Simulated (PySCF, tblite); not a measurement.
# C₄H₇OS radical: geometry, infrared bands and EPR parameters

Aim: predict the infrared bands and EPR parameters of C₄H₇OS radical (`C[CH]C(=S)OC`).

Computed with tblite 0.8.0 and PySCF 2.14.0, with density-fitted response routines of our own, on a single molecule in the gas phase. Atoms are numbered from 0 throughout.

### Step 1. The molecule as given

13 atoms, charge 0, multiplicity 2; geometry from: force field or distance geometry start.

Bonds of the start (Å): C0–C1 1.48, C1–C2 1.48, C2–S3 1.63, C2–O4 1.38, O4–C5 1.41, C0–H6 1.09, C0–H7 1.13, C0–H8 1.11, C1–H9 1.12, C5–H10 1.11, C5–H11 1.12, C5–H12 1.10.

### Step 2. Optimising the geometry with GFN2-xTB

What the job is given:

```
{"job": {"kind": "relax", "xc": "GFN2-xTB", "basis": "xTB"}, "charge": 0, "multiplicity": 2}
C     -1.954800     0.681000    -0.251000
C     -1.179300    -0.529400     0.110600
C      0.128300    -0.668100    -0.562100
S      0.515200    -2.086100    -1.269800
O      1.053800     0.354500    -0.664800
C      2.262100     0.215100     0.053200
H     -1.421500     1.631900    -0.252100
H     -2.753700     0.804000     0.545300
H     -2.516100     0.490600    -1.191700
H     -1.783500    -1.425500    -0.177800
H      2.887100     1.112900    -0.148900
H      1.956900     0.131600     1.127800
H      2.801100    -0.711900    -0.197700
```

Started as:

```
> OMP_NUM_THREADS=1 python probes_run.py task.json out
```

One launch serves the whole session: the jobs run in the order shown.

**Question.** This job is followed by: GFN2-xTB harmonic vibrations, gas phase; UKS B3LYP, pcH-1 on C H O S, non-relativistic, mean-field spin-orbit, GIAO. What will the session give for the following? strongest single infrared mode (GFN2-xTB); zero-point energy (GFN2-xTB); g(iso) (B3LYP); ⟨S²⟩; largest a(iso) (averaged by class); potential on the surface of density 0.002 e/bohr³, 1st and 99th percentile; property runs in this session.

The runs gave:

```
                                                                  quantity                                            value
                                 strongest single infrared mode (GFN2-xTB)                            1506 cm⁻¹, 129 km/mol
                                              zero-point energy (GFN2-xTB)                                    62.7 kcal/mol
                                                            g(iso) (B3LYP)                                          2.02300
                                                                      ⟨S²⟩                               0.768 (exact 0.75)
                                        largest a(iso) (averaged by class)                       1H on H6, H7, H8, 50.5 MHz
potential on the surface of density 0.002 e/bohr³, 1st and 99th percentile                               -1.09 V and 0.94 V
                                             property runs in this session  1, of which 0 failed and 1 gave unsound results
```

**Reading.** The optimisation took 75 steps and gained 1.315 eV; among the close pairs (by a distance rule), C1–C2 changed most, from 1.477 to 1.368 Å. No mode is imaginary among the 33: a minimum at this level. The strongest single mode, at 1506 cm⁻¹, is carried by C1, C2, H8. Unscaled tight-binding wavenumbers are off by several per cent, some by more. Its intensities can rank the bands wrongly. The largest spin populations lie on C1 (0.60 e), S3 (0.53 e). The isotropic g lies 20.7 ppt above the free-electron value. These values are not to be trusted: the run shows nearly degenerate orbitals, where second-order g theory doesn't apply. These values are for one conformer; the search (at its own cheap level) found 2 more, at 0.51, 3.11 kcal/mol, and measured spectra average over such forms.
